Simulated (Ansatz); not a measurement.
**SiPNH (quartet): wave-function methods side by side, cc-pVDZ**

One table from this session's results is given with a row withheld; the runs are named, their logs left out.

The runs use Ansatz 0.2.0, Gaussian basis; cc-pVDZ, core rule «outside noble gas», up to 11 orbitals frozen.

The runs, in order: UHF; CCSD(T) on ROHF; CCSD(T) on UHF; BCCD(T) on ROHF; CISD as a restricted active space (open shells left free, so some higher excitations enter); CCSDT(Q) on ROHF; CCSDT(Q) on UHF.

27 further runs of the same task are left out: 2 for a known fault of the program, 11 that didn't finish, 14 set aside as unsound or not needed. Runs told in other sessions of the task aren't counted.

### The system

The geometry is a PBE0/def2-TZVP stationary point (not a proven minimum) of the parent state, kept for this charge and spin.

4 atoms, charge 0, spin multiplicity 4.

Atoms are counted from 1 here; the program's logs count them from 0.

Bond lengths: P1–N2 1.637 Å, P1–H4 1.435 Å, N2–Si3 1.581 Å. Angles: N2–P1–H4 98.3°, P1–N2–Si3 172.7°.

Set-up of the first run:

in.yaml

```yaml
crystal:
  periodic: [false, false, false]
  atoms:
    - {symbol: P, position_ang: [0.000000, -0.087651, 1.520772]}
    - {symbol: N, position_ang: [0.000000, 0.068024, -0.109044]}
    - {symbol: Si, position_ang: [0.000000, 0.015891, -1.689645]}
    - {symbol: H, position_ang: [0.000000, 1.305416, 1.863064]}
basis:
  gaussian: {orbitals: cc-pVDZ}
magnetization: {spin_polarized: true, initial_magnetization: 3}
hamiltonian: {xc: hf}
output: {orbitals: {seedname: orbitals}}
```

Started as:

```bash
$ ansatz run in.yaml --threads 1 --pin off --events-out ev --progress --plain --max-ram 2393MiB
```

Among the steps run: UHF; CCSD(T) on ROHF; CCSD(T) on UHF; BCCD(T) on ROHF; CISD as a restricted active space (open shells left free, so some higher excitations enter); CCSDT(Q) on ROHF; CCSDT(Q) on UHF.

One table of the session follows, with a row left open; its other results are not shown here.

It belongs to the step «Misses and costs». 

```
   method  from RCCSDT(Q) (meV)
     ROHF               +9958.2
      UHF               +9575.4
     RMP2               +1735.9
     UMP2               +1785.8
     CISD               +1593.9
    RCCSD                +447.2
    UCCSD                +439.7
 RCCSD(T)                 +97.8
 UCCSD(T)                +101.1
  BCCD(T)                 +85.4
   RCCSDT                     ?
   UCCSDT                 +35.3
RCCSDT(Q)                     0
UCCSDT(Q)                  -2.9
```

Q: Estimate the row for RCCSDT from the others.

The run gave: from RCCSDT(Q) (meV): +35.7. In the column «from RCCSDT(Q) (meV)» it lies between UCCSDT (+35.3) and BCCD(T) (+85.4).

Limits of these values: Restricted and unrestricted rows rest on different reference determinants; a gap between their highest levels can come from leftover correlation error, from unlike frozen cores or from another state.
